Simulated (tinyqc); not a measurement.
Worked calculation: geometry optimisation on the PBE/sto-3g surface (energies and gradients from PySCF), for H2O, spin multiplicity 1. Computed by tinyqc, a small Python program that keeps every step (integrals from PySCF). Settings: charge = 0, multiplicity = 1, basis = sto-3g, functional = pbe,pbe, optimiser = bfgs, first Hessian = 0.6, largest step = 0.1, iteration cap = 30. Command: `OMP_NUM_THREADS=1 python tinyqc.py 31000 31001 out.jsonl` (the two numbers bound the seeds that draw the settings). One thread of a shared host (Intel(R) Xeon(R) Processor @ 2.60GHz), about 3 s of CPU time with the checks.

positions at the start (bohr):
```
           x          y         z
1O  0.024566   0.071810  0.064251
2H  0.035905   1.415405  1.147064
3H  0.011338  -1.443751  1.213204
```

Stop when the largest gradient component is below 3e-5 hartree/bohr. The inverse Hessian follows the BFGS update with s = step, y = change of gradient.

Course of the optimisation:
```
step   E (hartree)  largest gradient (hartree/bohr)
1     -75.22044903                         1.28e-01
2     -75.23511006                         5.78e-02
3     -75.23796449                         2.36e-02
4     -75.23854084                         1.88e-03
5     -75.23854791                         9.73e-04
6     -75.23855075                         5.01e-04
7     -75.23855118                         1.43e-04
8     -75.23855120                         1.31e-05
```

Can the last value be used, and what does the course show?

Yes. Converged in 8 steps.
